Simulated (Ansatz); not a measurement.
We consider bcc Ba, described by PBEsol-D3(BJ) (PAW; Ansatz, a first-principles code).

Run with plane-wave cutoff 520 eV, 16×16×16 k mesh, Fermi–Dirac smearing 0.05 eV, scalar-relativistic PAW data made under PBE.

Computed at the level's own relaxed cell.

Question: Estimate the volume per atom, bulk modulus, lattice constant a and pressure derivative B′ of the bulk modulus that the calculation returns.

Answer: 
- volume per atom: 53.01 Å³/atom
- bulk modulus: 9.71 GPa
- lattice constant a: 4.733 Å
- pressure derivative B′ of the bulk modulus: 2.4

The run finds no gap.

Measured, for comparison: equilibrium volume per atom 62.31 Å³/atom (low-temperature or extrapolated to 0 K; zero-point anharmonic expansion removed; as tabulated in Csonka et al. (2009), arXiv:0903.4037); bulk modulus 9.34 GPa (corrected for temperature and zero-point phonon effects, our sources range from 9.34 to 10.6; as tabulated in Levämäki et al. (2014), arXiv:1402.3671); lattice constant a 4.995 Å (low-temperature or extrapolated to 0 K; zero-point anharmonic expansion removed, our sources range from 4.995 to 5.004; as tabulated in Csonka et al. (2009), arXiv:0903.4037). Computed (rounded) less measured: equilibrium volume per atom -14.9 %, bulk modulus +4 % (inside the range of the sources held), lattice constant a -5.2 % (-5.2 % to -5.4 % over the range).

Spin–orbit coupling is not included.

The computed numbers hold no vibrational or temperature effects.
